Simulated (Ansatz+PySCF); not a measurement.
**doublet LiH(+): levels of theory in one basis**

```yaml
atoms:
  - { symbol: Li, position_ang: [0.0000, 0.0000, -1.0855] }
  - { symbol: H, position_ang: [0.0000, 0.0000, 1.0855] }
```

Basis set: cc-pVTZ on H; cc-pCVTZ on Li (spherical functions). All electrons are correlated. Correlation on ROHF uses semicanonical orbitals with singles. Charge 1, multiplicity 2.

Computed with Ansatz (development build ahead of 0.2.0) and PySCF 2.14.0; each method stands on the lowest determinant of its kind that the runs found.

| method | E − E(ROHF) (eV) | <S²> of the determinant |
| --- | --- | --- |
| ROHF | 0.00 | 0.75 |
| UHF-CCSD | -1.10 | 0.75 |
| ROHF-CCSD(T) | -1.10 | – |

Problem. What does ROHF-MP2 give on the same scale?

Solution. -0.98 eV.

Problem. Is a single determinant a sound starting point here?

Solution. By this sign, yes. Unrestricted orbitals gain 0.00 eV and <S²> is 0.75 against 0.75 for a pure state.
